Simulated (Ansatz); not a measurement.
# BeF (quartet): the correlation ladder, def2-QZVPP

The task here is to estimate one member of a computed series from the others.

Program: Ansatz 0.2.0, Gaussian basis. Level of theory: def2-QZVPP, core rule «outside noble gas», up to 2 orbitals frozen. These are calculated values, not measurements.

Plan: UHF; ROHF; CCSD(T) on UHF.

2 further runs of the same task are left out: 2 set aside as unsound or not needed.

### The system

The geometry is a PBE0/def2-TZVP stationary point (not a proven minimum) of the parent state, kept for this charge and spin.

2 atoms, charge 0, spin multiplicity 4.

Atoms are counted from 1 here; the program's logs count them from 0.

Bond lengths: F1–Be2 1.370 Å.

The first run:

in.yaml reads:

```yaml
crystal:
  periodic: [false, false, false]
  atoms:
    - {symbol: F, position_ang: [0.000000, 0.000000, 0.000000]}
    - {symbol: Be, position_ang: [0.000000, 0.000000, 1.370100]}
basis:
  gaussian: {orbitals: "def2-QZVPP.json"}
magnetization: {spin_polarized: true, initial_magnetization: 3}
hamiltonian: {xc: hf}
output: {orbitals: {seedname: orbitals}}
```

Started as:

```sh
ansatz run in.yaml --threads 1 --pin off --events-out ev --progress --plain --max-ram 2393MiB
```

Steps of the session up to this table: UHF; ROHF; CCSD(T) on UHF.

One of the session's tables, all rows but one given; the rest of the session is left out.

```
  method  from UCCSD(T) (kcal/mol)
    ROHF                   +158.03
     UHF                   +154.82
    UMP2                         ?
   UCCSD                     +3.32
UCCSD(T)                         0
```

Q: Estimate the row for UMP2 from the others.

The run gave: from UCCSD(T) (kcal/mol): +12.25. In the column «from UCCSD(T) (kcal/mol)» it lies between UCCSD (+3.32) and UHF (+154.82).
